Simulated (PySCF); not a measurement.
AlF3, SMILES [F][Al]([F])[F]. Atoms are numbered in the order given.

```xyz
4

Al     0.0000     0.0000     0.0000
F     -1.6366     0.0000     0.0000
F      0.8183     1.4173     0.0000
F      0.8183    -1.4173     0.0000
```
Charge 0, spin multiplicity 1.

Geometry optimised at TPSSh-D3(BJ)/def2-TZVP. The isomer is the one that the SMILES or the coordinates give; other isomers of the formula were not compared.

Calculation: PySCF with PBE0/pcJ-1.

Isotropic couplings with Fermi-contact, spin-dipole and both spin-orbit terms, one fixed conformer, no vibrational averaging. Isotopes: 19F.

Computed spin–spin coupling constants:
```csv
pair,bonds apart,J (Hz)
F2–F3,2,-141.4
F2–F4,2,-141.4
F3–F4,2,-141.4
```
